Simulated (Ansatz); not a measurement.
Density of states of SiO2 (P4_32_12, a = 4.941 Å, b = 4.941 Å, c = 6.860 Å, α = 90.00°, β = 90.00°, γ = 90.00°), in states per eV and primitive cell, averaged over bins of 0.4 eV. Method: Ansatz 0.2.0, DFT LDA, scalar-relativistic, plane waves, PAW.

Settings: cutoff 420 eV, Γ-centred mesh 6×6×4 on the computed 12-atom cell, Gaussian smearing of 0.02 eV; no spin polarisation.

The cell is relaxed at this level. The states (both spins) are summed by tetrahedra on a 9×9×6 mesh at the self-consistent density. Energies are bin centres; the table starts no lower than −8 eV and ends at 6 eV, or lower where the solved bands end.

The gap is 5.56 eV at this level, with the zero inside it.

| E − E_F (eV) | total | O 2p | Si 3p | O 2s | Si 3s |
| --- | --- | --- | --- | --- | --- |
| -7.85 | 8.95 | 7.10 | 1.70 | 0.03 | 0.01 |
| -7.45 | 0.00 | 0.00 | 0.00 | 0.00 | 0.00 |
| -7.05 | 0.00 | 0.00 | 0.00 | 0.00 | 0.00 |
| -6.65 | 0.00 | 0.00 | 0.00 | 0.00 | 0.00 |
| -6.25 | 0.73 | 0.57 | 0.10 | 0.04 | 0.00 |
| -5.85 | 10.44 | 8.60 | 1.10 | 0.50 | 0.02 |
| -5.45 | 8.93 | 7.88 | 0.56 | 0.28 | 0.02 |
| -5.05 | 10.58 | 9.65 | 0.46 | 0.22 | 0.01 |
| -4.65 | 13.15 | 12.16 | 0.50 | 0.20 | 0.01 |
| -4.25 | 7.43 | 7.00 | 0.18 | 0.08 | 0.01 |
| -3.85 | 9.88 | 9.40 | 0.18 | 0.13 | 0.01 |
| -3.45 | 10.30 | 9.90 | 0.15 | 0.11 | 0.01 |
| -3.05 | 8.46 | 8.25 | 0.07 | 0.06 | 0.01 |
| -2.65 | 0.10 | 0.10 | 0.00 | 0.00 | 0.00 |
| -2.25 | 0.00 | 0.00 | 0.00 | 0.00 | 0.00 |
| -1.85 | 0.00 | 0.00 | 0.00 | 0.00 | 0.00 |
| -1.45 | 0.00 | 0.00 | 0.00 | 0.00 | 0.00 |
| -1.05 | 0.00 | 0.00 | 0.00 | 0.00 | 0.00 |
| -0.65 | 0.00 | 0.00 | 0.00 | 0.00 | 0.00 |
| -0.25 | 0.00 | 0.00 | 0.00 | 0.00 | 0.00 |
| 0.15 | 0.00 | 0.00 | 0.00 | 0.00 | 0.00 |
| 0.55 | 0.00 | 0.00 | 0.00 | 0.00 | 0.00 |
| 0.95 | 0.00 | 0.00 | 0.00 | 0.00 | 0.00 |
| 1.35 | 0.00 | 0.00 | 0.00 | 0.00 | 0.00 |
| 1.75 | 0.00 | 0.00 | 0.00 | 0.00 | 0.00 |
| 2.15 | 0.00 | 0.00 | 0.00 | 0.00 | 0.00 |
| 2.55 | 0.00 | 0.00 | 0.00 | 0.00 | 0.00 |
| 2.95 | 0.13 | 0.00 | 0.01 | 0.03 | 0.06 |
| 3.35 | 0.40 | 0.02 | 0.06 | 0.08 | 0.16 |
| 3.75 | 0.62 | 0.04 | 0.13 | 0.12 | 0.21 |
| 4.15 | 0.87 | 0.06 | 0.23 | 0.17 | 0.25 |
| 4.55 | 1.29 | 0.10 | 0.40 | 0.25 | 0.33 |
| 4.95 | 1.56 | 0.13 | 0.54 | 0.30 | 0.36 |
| 5.35 | 2.48 | 0.20 | 0.95 | 0.46 | 0.52 |
| 5.75 | 2.57 | 0.19 | 1.21 | 0.42 | 0.33 |

The columns after the total are the Löwdin projections on the occupied valence shells of the potentials. The rest of the total lies in shells that are empty in the free atom, which aren't projected, and between the atoms.

This form isn't the usual stable structure of the compound.

Cost: 1 run of about 6.3 core-minutes, on AMD EPYC (Zen 3) (shared hosts).